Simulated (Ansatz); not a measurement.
bcc Nb, treated with PBEsol in Ansatz (plane waves, PAW).

Numerical settings: plane-wave cutoff 520 eV, 24×24×24 k mesh, Fermi–Dirac smearing 0.05 eV, no spin polarisation, scalar-relativistic PAW data made under PBE.

Energies at three volumes about the minimum:

```tsv
V (Å³/atom)	E − E_lowest (meV/atom)
17.154	4.15
17.504	0.00
17.854	3.79
```

Task: Fit a parabola by hand: where is the minimum, what lattice constant follows, and what is the bulk modulus?

Result: Slopes: (0.00 − 4.15)/(17.504 − 17.154) = -11.857 and (3.79 − 0.00)/(17.854 − 17.504) = 10.829 meV/Å³. Curvature E″ = 2 × (10.829 − (-11.857))/(17.854 − 17.154) = 64.817 meV/Å⁶. From the middle of the first interval, the slope vanishes at V0 = 17.3290 − (-11.857)/64.817 = 17.512 Å³/atom. B = V0 E″ = 17.512 × 64.817 meV/Å³ × 0.1602 GPa per meV/Å³ = 182 GPa. With 2 atoms in the cube, a = (2 × 17.512)^(1/3) = 3.272 Å. The full Birch–Murnaghan fit to all volumes gives V0 = 17.506 Å³/atom and B0 = 181 GPa.

Measured, for comparison: bulk modulus 173 GPa (0 K value with the zero-point phonon effect removed; as tabulated in Mejia-Rodriguez and Trickey (2018), arXiv:1807.09216); lattice constant a 3.294 Å (static lattice: zero-point anharmonic expansion removed; as tabulated in Mejia-Rodriguez and Trickey (2018), arXiv:1807.09216). Computed (rounded) less measured: bulk modulus +5 %.

Ansatz is an electronic-structure program.
